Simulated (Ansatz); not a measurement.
A made-up structure of CH$_{5}$Si$_{2}$ (charge +1), closed shell:

C1  (-0.481, 0.366, -0.645)
Si2  (0.204, 0.977, 0.946)
Si3  (0.433, -1.131, 0.106)
H4  (-1.570, 0.289, -0.739)
H5  (0.758, 1.790, 1.969)
H6  (0.073, 2.341, 1.521)
H7  (1.777, -1.459, -0.404)
H8  (-0.362, -2.167, 0.788)
(Å)

It is relaxed with PBE-D4/def2-SVP and then PBE0-D4/def2-TZVP (Ansatz 0.2.0). Atoms count as bonded within 1.22 times the sum of their covalent radii (H–H: 0.88 Å). The end point is not checked to be a true minimum.

Task: Does its bonding change? (Judge from chemistry; the calculation decides.)

Result: Computed: Yes. Formed: none; broken: Si2–Si3.

Where it ends: The first stage lowers the energy by 4.69 eV in 14 steps. It ends as CH₅Si₂ ([SiH2][CH][SiH2]), total charge +1:
```
8
angstrom
C -0.5711 0.1534 0.2205
Si 0.1709 1.5664 0.9130
Si 0.3301 -1.3270 0.0685
H -1.6036 0.1956 -0.1186
H 1.5703 1.4975 1.3688
H -0.5443 2.8441 1.0667
H 1.7281 -1.3723 0.5313
H -0.2473 -2.5523 -0.5084
```

Labels in which every atom is bracketed show which atoms are joined, not bond orders.

For scale, one of the runs: PBE0-D4/def2-TZVP relaxation, 135 basis functions, launched by `ansatz run in.yaml --threads 2 --pin off --events-out ev --progress --plain --max-ram 4352MiB`. Hardware: 2 CPU threads of an Arm Neoverse V1, shared host. Wall time about 16 s.
